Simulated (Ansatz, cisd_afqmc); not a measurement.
Species: OF, charge 0, doublet. OF (SMILES [O]F, doublet).
B3LYP-D3(BJ)/def2-TZVP minimum from Ansatz (an electronic-structure program):
```
O
F 1 1.3490
```
Charge 0, spin multiplicity 2.

Total energies in cc-pVDZ, 13 correlated electrons, 2 frozen orbitals. UHF or UKS for unpaired electrons; spin-orbit terms are left out. Correlated methods leave the cores frozen. No relativity. AFQMC/CISD: phaseless, guided by CISD from CCSD amplitudes; bars are statistical, one sigma. Outlying blocks are dropped, and bars are widened where a walk drifts. Over all cases where full CI ran beside it in this data, AFQMC minus full CI had a median of +0.1 mEh and passed +0.4 mEh in a tenth of the cases.

```tsv
method	program	energy (Eh)	minus CCSDTQ (mEh)
HF	Ansatz	-174.13475	365.23
MP2	Ansatz	-174.47195	28.03
CCSD	Ansatz	-174.48988	10.11
CCSD(T)	Ansatz	-174.49789	2.10
CCSDT(Q)	Ansatz	-174.50020	-0.22
CCSDTQ	Ansatz	-174.49999	0.00
AFQMC/CISD	cisd_afqmc	-174.4995 ± 0.0004	0.5 ± 0.4
```

Rough core times of Ansatz's runs on a shared machine: CCSD(T) under 20 s, CCSDT(Q) under 20 s, CCSDTQ 7 min.
